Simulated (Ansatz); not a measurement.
Input file:

```yaml
crystal:
  periodic: [false, false, false]
  atoms:
    - {symbol: B, position_ang: [0.000000, 0.000000, 0.000000]}
    - {symbol: N, position_ang: [0.000000, 0.000000, 1.412300]}
basis:
  gaussian: {orbitals: STO-3G}
total_charge: -1
magnetization: {spin_polarized: false, initial_magnetization: 1}
hamiltonian: {pseudopotentials: {relativity: none}}
correlation: {method: bccd, electrons: outside_noble_gas}
accuracy: high
```

```sh
$ ansatz run in.yaml --threads 1 --pin off --events-out ev --progress --plain --max-ram 2393MiB
```

(1) Roughly how long does this take on 1 thread of AMD EPYC, shared host, and how much host memory?

```
149 factors; integrals over basis functions are off by at most 2.7e-8 eV
mean field evaluation 1: about -2115.1426 eV, gradient 9.1e0 eV
mean field evaluation 2: about -2115.1509 eV, gradient 9.0e0 eV
mean field evaluation 4: about -2115.4533 eV, gradient 8.2e-1 eV
mean field evaluation 8: about -2115.1437 eV, gradient 4.9e0 eV
mean field evaluation 16: about -2115.6384 eV, gradient 3.2e-5 eV
mean field evaluation 32: about -2115.0915 eV, gradient 4.5e0 eV
mean field evaluation 64: about -2114.8639 eV, gradient 5.2e0 eV
mean field evaluation 96: about -2115.6384 eV, gradient 1.9e-9 eV
mean field evaluation 128: about -2109.0223 eV, gradient 1.1e-8 eV
mean field evaluation 160: about -2115.5774 eV, gradient 2.2e0 eV
...
cycle  17  -4.79758781 eV  change   -3.8e-7 eV  update   1.1e-7
cycle  18  -4.79758775 eV  change    6.9e-8 eV  update   5.2e-8
cycle  19  -4.79758777 eV  change   -2.1e-8 eV  update   7.6e-8
cycle  20  -4.79758768 eV  change    8.7e-8 eV  update   3.1e-8
cycle  21  -4.79758769 eV  change   -1.0e-8 eV  update   1.3e-8
cycle  22  -4.79758768 eV  change    1.1e-8 eV  update   5.8e-9
cycle  23  -4.79758769 eV  change   -1.2e-8 eV  update   3.0e-9
cycle  24  -4.79758769 eV  change   3.9e-10 eV  update   1.0e-9
cycle  25  -4.79758769 eV  change    1.5e-9 eV  update  4.1e-10
cycle  26  -4.79758769 eV  change   8.9e-11 eV  update  1.7e-10
WARN: the results are in doubt because among natural orbitals full CI differs from the method by -0.371 eV
Total energy: -2120.43594864 eV, -77.9245838295 hartree
In doubt: among natural orbitals full CI differs from the method by -0.371 eV
```

## Answers

(1) 5.5 s wall and 0.16 GiB.
